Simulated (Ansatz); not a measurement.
# C4H6FN: the cost of one run

Computed with the Python package of Ansatz 0.2.0. Level of theory: PBE0/cc-pVDZ.

## Step 1: The structure

Bond lengths: C1–C2 1.523 Å, C2–C3 1.523 Å, C2–F4 1.367 Å, C2–C5 1.474 Å, C5–N6 1.162 Å, C1–H7 1.095 Å, C1–H8 1.096 Å, C1–H9 1.095 Å, C3–H10 1.096 Å, C3–H11 1.095 Å, C3–H12 1.095 Å. Angles (14 of 19 angles, heavy atoms first): C1–C2–C3 111.3°, C1–C2–F4 107.5°, C1–C2–C5 110.8°, C3–C2–F4 107.5°, C3–C2–C5 110.8°, F4–C2–C5 108.6°, C2–C5–N6 178.6°, C2–C1–H7 111.9°, C2–C1–H8 110.8°, C2–C1–H9 110.7°, C2–C3–H10 110.7°, C2–C3–H11 111.9°, C2–C3–H12 110.7°, H7–C1–H8 108.1°.

No structure file is read: the coordinates are typed or built in the script.

## Step 2: The code

The input, opt.py:

```python
# -*- coding: utf-8 -*-
'''Minimum-energy structure of C4H6FN.'''

import itertools

import ansatz as az
from ase.data import atomic_numbers, covalent_radii
import numpy as np

GEOMETRY = '''
C     1.26860   -0.44990    0.04500
C    -0.01590    0.26840   -0.34720
C    -1.24440   -0.50070    0.12080
F    -0.05810    0.32110   -1.71260
C    -0.02790    1.64580    0.17810
N    -0.03640    2.72110    0.61830
H     1.37260   -0.53500    1.13220
H     2.14520    0.08420   -0.33950
H     1.29650   -1.45600   -0.38730
H    -2.16330   -0.00290   -0.20970
H    -1.27930   -0.58860    1.21210
H    -1.25760   -1.50760   -0.31030
'''

molecule = az.Crystal.molecule()
for line in GEOMETRY.strip().splitlines():
    symbol, *xyz = line.split()
    molecule = molecule.atom(symbol, [float(v) for v in xyz])

calculation = molecule.calculation()
calculation = calculation.basis(gaussian='cc-pVDZ')
calculation = calculation.functional('pbe0')
symbols = [site.symbol for site in molecule.cartesian_sites]
start = np.array([site.position_ang for site in molecule.cartesian_sites], dtype=float)
def progress(event):
    if event['event'] == 'relax_step':
        row = event['data']
        print(f'step {row["step"]:3d}  E = {row["lagrangian_ev"]:.6f} eV  largest force component {row["allowed_force_max_ev_ang"]:.4f} eV/A')


data = calculation.relax(force_tolerance=0.02).session().plan().execute(on_event=progress).report
end = np.array(data['positions_ang'])

print(f'E = {data["free_energy_ev"]:.6f} eV = {data["free_energy_ev"] / 27.211386246:.7f} Ha')
print('converged:', data['converged'], ' doubts:', data['published_state_doubts'] or 'none')

# pairs closer than 1.2 times the sum of covalent radii, before or after
radius = [covalent_radii[atomic_numbers[s]] for s in symbols]
span = lambda where, i, j: np.linalg.norm(where[i] - where[j])
bonded = [(i, j) for i, j in itertools.combinations(range(len(symbols)), 2) if min(span(start, i, j), span(end, i, j)) < 1.2 * (radius[i] + radius[j])]
print('pair        before    after (A)')
for i, j in bonded:
    print(f'{symbols[i]}{i}-{symbols[j]}{j}'.ljust(10), f'{span(start, i, j):8.4f} {span(end, i, j):8.4f}')
for first, second in list(itertools.combinations(bonded, 2)):
    shared = set(first) & set(second)
    if shared and symbols[(j := shared.pop())] != 'H':
        i, k = sorted((set(first) | set(second)) - {j})
        u, v = end[i] - end[j], end[k] - end[j]
        angle = np.degrees(np.arccos(np.clip(u @ v / np.linalg.norm(u) / np.linalg.norm(v), -1, 1)))
        print(f'final angle {symbols[i]}{i}-{symbols[j]}{j}-{symbols[k]}{k}: {angle:.2f} deg')

charges = data['charge_distribution']
print('dipole moment', round(4.803205 * float(np.linalg.norm(charges['dipole_moment_e_ang'])), 3), 'D')
print('Mulliken:', [(s, round(q, 3)) for s, q in zip(symbols, charges['mulliken_charges_e'])])
with open('c4h6fn_opt.xyz', 'w') as handle:
    handle.write(f'{len(symbols)}\nrelaxed C4H6FN\n')
    handle.writelines(f'{s:2s} {x:11.6f} {y:11.6f} {z:11.6f}\n' for s, (x, y, z) in zip(symbols, end))
```

## Step 3: The run

The run is started by

```bash
> python opt.py
```

**Question.** How long does this script take on 1 thread of Arm Neoverse V1, shared host, and how much memory does it need?

About 33 s, with a peak of 0.32 GiB.
